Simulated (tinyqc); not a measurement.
Stretching all distances: RHF, UHF, MP2, CISD and CCSD against full CI in the sto-6g basis, for HF, spin multiplicity 1. Computed by the program tinyqc with PySCF. 

Geometry (angstrom):

| atom | x | y | z |
|---|---|---|---|
| F | 0.0000 | 0.0000 | 0.0000 |
| H | 0.0000 | 0.0000 | 0.7960 |

All coordinates are multiplied by the scale. c0^2 is the weight of the RHF determinant in the lowest singlet FCI state (UHF is spin-contaminated and may lie near states of higher spin) and n(LUMO) the first natural occupation beyond the occupied space.

Full CI energy (hartree) and errors against it (kcal/mol):

| scale | distance 1-2 (angstrom) | E(FCI) | RHF | UHF | MP2 | CISD | CCSD | <S^2> UHF | c0^2 | n(LUMO) |
|---|---|---|---|---|---|---|---|---|---|---|
| 0.910 | 0.724 | -99.40480 | 8.962 | 8.962 | 2.428 | 0.000 | 0.000 | 0.000 | 0.994 | 0.012 |
| 1.200 | 0.955 | -99.53071 | 18.195 | 18.195 | 6.202 | 0.000 | 0.000 | 0.000 | 0.982 | 0.036 |
| 1.500 | 1.194 | -99.50862 | 34.192 | 34.192 | 13.676 | 0.000 | 0.000 | 0.000 | 0.951 | 0.097 |
| 1.800 | 1.433 | -99.46065 | 58.030 | 33.115 | 25.420 | 0.000 | 0.000 | 0.628 | 0.890 | 0.218 |
| 2.090 | 1.664 | -99.42377 | 87.440 | 19.232 | 39.163 | 0.000 | 0.000 | 0.856 | 0.804 | 0.387 |
| 2.380 | 1.894 | -99.40218 | 119.019 | 9.079 | 50.875 | 0.000 | 0.000 | 0.945 | 0.714 | 0.568 |
| 2.680 | 2.133 | -99.39152 | 148.916 | 3.718 | 56.047 | 0.000 | 0.000 | 0.980 | 0.637 | 0.721 |

UHF parts from RHF first at scale 1.8 of those listed, where <S^2> leaves zero. The weight c0^2 goes from 0.99 to 0.64 and n(LUMO) from 0.01 to 0.72: static correlation grows as the bonds break into open-shell fragments. The spread of the error along the curve, which distorts its shape, is CISD 0.0, CCSD 0.0, UHF 30.5, MP2 53.6, RHF 140.0 kcal/mol. With one virtual orbital CISD and CCSD are exact.
